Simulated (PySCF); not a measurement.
The numbers are results of TPSSh-D3(BJ)/def2-TZVP // B3LYP-D3(BJ)/def2-TZVP (PySCF 2.14.0), not measurements. Isolated molecules, 0 K electronic values unless said otherwise. One relaxed conformer stands for a flexible species; it need not be the lowest. Delta-SCF ions had no search for a lower state. 

Reference species (SMILES): `C=C` (neutral, multiplicity 1).

The vertical ionisation energy (Delta-SCF) comes out as 10.45 eV. The HOMO–LUMO gap is 6.91 eV.

Changed species: `C=CC(=O)O` (C–C–C–O torsion 180°, O–C–O–H torsion 0°) (X = carboxy; the reference has X = H).

### Question
Give the shifts of the vertical ionisation energy (Delta-SCF) and HOMO–LUMO gap.

### Answer
the vertical ionisation energy (Delta-SCF) falls by 0.11 eV, to 10.34 eV; the HOMO–LUMO gap decreases by 1.64 eV, to 5.27 eV.
